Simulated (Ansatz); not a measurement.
# C2H2FNO: the cost of one run

Computed with Ansatz 0.2.0, driven from Python. Level of theory: r2SCAN0/def2-SVP.

## Step 1: The system

Bond lengths: N1–C2 1.142 Å, C2–C3 1.292 Å, C3–O4 1.346 Å, C3–F5 1.367 Å, N1–H6 1.014 Å, O4–H7 0.939 Å. Angles: N1–C2–C3 177.7°, C2–N1–H6 114.1°, C2–C3–O4 121.2°, C2–C3–F5 122.1°, O4–C3–F5 116.3°, C3–O4–H7 108.4°.

No structure file is read: the coordinates are typed or built in the script.

## Step 2: The code

Input file bde_c2h2fno.py:

```python
"""X-H bond energies of C2H2FNO without relaxation."""

import ansatz as az
from ase import Atoms


def energy(molecule, charge=0, unpaired=0):
    calc = molecule.calculation().basis(gaussian="def2-SVP").functional("r2scan0")
    if charge:
        calc = calc.charge(charge)
    if unpaired:
        calc = calc.spin("collinear", total=unpaired)
    return calc.run().report["free_energy_ev"]

def without(molecule, index):
    rest = az.Crystal.molecule()
    for i, site in enumerate(molecule.cartesian_sites):
        if i != index:
            rest = rest.atom(site.symbol, site.position_ang)
    return rest

atoms = Atoms(["N", "C", "C", "O", "F", "H", "H"], positions=[
    (-0.8976, 0.8512, 1.4864),
    (-0.3003, 0.5073, 0.5753),
    (0.3838, 0.0739, -0.4314),
    (0.2716, -1.1989, -0.8556),
    (1.3496, 0.8313, -1.0341),
    (-1.5992, 0.1881, 1.7959),
    (0.8533, -1.3209, -1.5821),
])
geometry = az.Crystal.molecule_from_ase(atoms)

whole = energy(geometry, 0)
hydrogen = energy(az.Crystal.molecule().atom("H", (0, 0, 0)), 0, 1)
print(f"E(molecule) = {whole:.5f} eV, E(H) = {hydrogen:.5f} eV")
for index in [5, 6]:
    radical = energy(without(geometry, index), 0, 1)
    print(f"H{index}: homolysis {96.485332 * (radical + hydrogen - whole):.1f} kJ/mol")
    anion = energy(without(geometry, index), -1)
    print(f"H{index}: loss of a proton {96.485332 * (anion - whole):.1f} kJ/mol")
```

## Step 3: The input behind the calls

The engine receives this input (first run):

```yaml
crystal:
  periodic: [false, false, false]
  atoms:
    - { symbol: "N", position_ang: [-0.8976, 0.8512, 1.4864] }
    - { symbol: C, position_ang: [-0.3003, 0.5073, 0.5753] }
    - { symbol: C, position_ang: [0.3838, 0.0739, -0.4314] }
    - { symbol: O, position_ang: [0.2716, -1.1989, -0.8556] }
    - { symbol: F, position_ang: [1.3496, 0.8313, -1.0341] }
    - { symbol: H, position_ang: [-1.5992, 0.1881, 1.7959] }
    - { symbol: H, position_ang: [0.8533, -1.3209, -1.5821] }
basis:
  gaussian:
    orbitals: def2-SVP
hamiltonian:
  xc: r2scan0
```

## Step 4: The run

Run with:

```bash
> python bde_c2h2fno.py
```

Q: Estimate wall time and peak memory on 1 thread of Arm Neoverse V1, shared host.

About 30 s, with a peak of 0.28 GiB.
